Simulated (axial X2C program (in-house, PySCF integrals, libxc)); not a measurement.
**Curves of HCl⁺ by EOM-IP-CCSD**

Calculated with an in-house all-electron X2C program for linear molecules (integrals from PySCF): two-component X2C with atomic mean-field Coulomb and Gaunt terms, Gaussian nuclei, basis Cl dyall-av3z, H dyall-v3z with contracted cores.

Energies in eV from the lowest point of the lowest state; states are followed by energy order within each Ω. Reference: HCl, 8 electrons correlated in 92 virtual spinors with an MP2 remainder; levels at this size can be off by some tenths of an eV. Masses 34.969 and 1.008 u.

| R (Å) | (1)Ω=3/2 | (1)Ω=1/2 | (2)Ω=1/2 |
| --- | --- | --- | --- |
| 1.179 | 0.3260 | 0.4040 | 4.6682 |
| 1.231 | 0.1142 | 0.1921 | 4.2992 |
| 1.282 | 0.0136 | 0.0914 | 4.0375 |
| 1.340 | 0.0000 | 0.0777 | 3.8411 |
| 1.397 | 0.0635 | 0.1411 | 3.7227 |
| 1.474 | 0.2303 | 0.3078 | 3.6529 |

(1) Fit the curves (1)Ω=3/2, (1)Ω=1/2 near their minima.

For HCl at CCSD, and between the minima:

Re = 1.277 Å, ωe = 3012.7 cm⁻¹; removing the electron costs 12.638 eV without zero-point terms.

No minimum in range: (2)Ω=1/2; the order of states may turn beyond it. T1 of the reference reaches 0.007 (Lee–Taylor). Curves followed by order can swap character. Number of frozen shells: Cl 2 s, 1 p; H none. Roots with under 60 % one-particle weight at any point are counted in the labels but not shown, and the list ends where the roots sought for some Ω run out; states that need a further excitation are missing and may lie low or lowest. Curves with a minimum but no constants failed the fit check.

Results:

(1) At EOM-IP-CCSD from HCl (the fit fixes ωe to about one per cent; ωe of higher roots by this method can be off by ten per cent):

```tsv
state	Te (cm⁻¹)	Re (Å)	ωe (cm⁻¹)
(1)Ω=3/2	0	1.319	2680.2
(1)Ω=1/2	630	1.319	2679.8
```
